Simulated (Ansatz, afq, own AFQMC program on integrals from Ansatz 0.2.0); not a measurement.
Integrals from Ansatz 0.2.0, then the random walk in our own AFQMC program (afq).

```yaml
crystal:
  periodic: [false, false, false]
  atoms:
    - {symbol: Ge, position_ang: [0.000000, 0.000000, 0.000000]}
    - {symbol: B, position_ang: [0.000000, 0.000000, 1.977400]}
basis:
  gaussian: {orbitals: cc-pVDZ}
magnetization: {spin_polarized: false, initial_magnetization: 3}
correlation: {method: ccsd_t, electrons: outside_noble_gas, hamiltonian_folder: ham}
```

```sh
$ ansatz run in.yaml --threads 1 --pin off --events-out ev --progress --plain --max-ram 24576MiB --backend cuda --devices 0, --max-vram 18GiB
```

Options of the walk:

```
--method free --trial cisd --walkers 4000 --time-step 0.03 --max-blocks 4000 --target-error 0.00032 --factor-cut 1e-05 --seed 3431 --times 0,0.3,0.6,1.2,1.8,2.4,3.6,4.8,6 --taylor-order 8
```

Times are imaginary, in 1/Eh. The walk had a cap of 61 s. Filled inner d shells are frozen with the cores.

Output of the walk:

```
orbitals 26  electrons 5 2  factors 190 of 462
reference energy -2099.89152371 Eh
CCSD correlation -0.13587075 Eh in 12 cycles, weight of the determinant in the CISD state 0.8627
repeat  energy at the last time / Eh  error
    10  -2100.036710  0.000139
    20  -2100.036584  0.000095
    30  -2100.036540  0.000094
time / (1/Eh)  energy / Eh  error  mean overlap
  0.00  -2100.027394  0.000016  1.1589
  0.30  -2100.030871  0.000020  1.1593
  0.60  -2100.032814  0.000024  1.1604
  1.20  -2100.034716  0.000043  1.1620
  1.80  -2100.035507  0.000050  1.1659
  2.40  -2100.035907  0.000054  1.1719
  3.60  -2100.036346  0.000052  1.1807
  4.80  -2100.036532  0.000077  1.1895
  6.00  -2100.036550  0.000092  1.2034
energy -2100.036550 +/- 0.000092 Eh
```

The run passed its tests (error under three times the target), which doesn't prove that it has relaxed.

Against this walk (error 2.5 meV) on the same determinant: CCSD(T) 60.2 meV higher, CCSDT(Q) 2.4 meV lower (within the noise), CCSDTQ 4.4 meV lower (within the noise), full CI 5.3 meV lower. The error is statistical, and a free projection of finite length keeps a remainder of its start.

Cautions: remainder of the start not in the error; no relativity below Rb; no spin-orbit coupling; inner d shell frozen; lower spins were not checked; raised T1 diagnostic (T1 0.043, weight of the determinant 0.86, largest double 0.09).

The walk took 28 s on 1 × NVIDIA H100 80GB HBM3 with 2 threads of AMD EPYC 7R13 Processor (Zen 3), on a shared host (the card was shared). The log's last line is the free-projection energy.

CCSDT and higher add their correlation energy to the determinant of the CCSD(T) run, since their own runs factorise the integrals more tightly (a shift of under 2 meV). A walk keeps the symmetry of its determinant, which the program's search chose and which needn't be the lowest solution, so a lower state of the same spin and another symmetry isn't excluded.
